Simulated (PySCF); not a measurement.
**Shapes and spin states of SiFCl**

Computed with PBE0/[Si def2-TZVP, F def2-TZVP, Cl def2-TZVP], no relativity, density fitting, PySCF.

Relaxations began from a few typed shapes and spin states; open shells are unrestricted. The search is not exhaustive: other isomers or separated fragments can lie lower, and high-lying points may rest on an excited occupation.

Task: Order these stationary points by electronic energy, lowest first, in kJ/mol from the lowest minimum.
A. triplet C∞v: Si–Cl 2.113 Å, Si–F 1.622 Å; Cl–Si–F 180.0°
B. triplet Cs: Si–Cl 2.041 Å, Si–F 1.601 Å; Cl–Si–F 116.2°
C. singlet Cs: Si–Cl 2.080 Å, Si–F 1.603 Å; Cl–Si–F 100.7°
D. singlet C∞v: Si–Cl 2.220 Å, Si–F 1.626 Å; Cl–Si–F 180.0°

Result: C (0.0), D (176.1), B (238.7), A (319.4).

Task: Which of them are minima?

Result: By energy in kJ/mol, 0.0: minimum; 176.1: saddle point, 2 imaginary modes; 238.7: minimum; 319.4: saddle point, 1 imaginary mode.

Counting electrons, silicon keeps 2 of its valence electrons outside its bonds, so the VSEPR class is AX2E1 and the expected shape is bent; with unlike ligands the computed point group is Cs.

The electron or spin density has lower symmetry than the nuclear frame for the triplet C∞v at 319.4 kJ/mol.
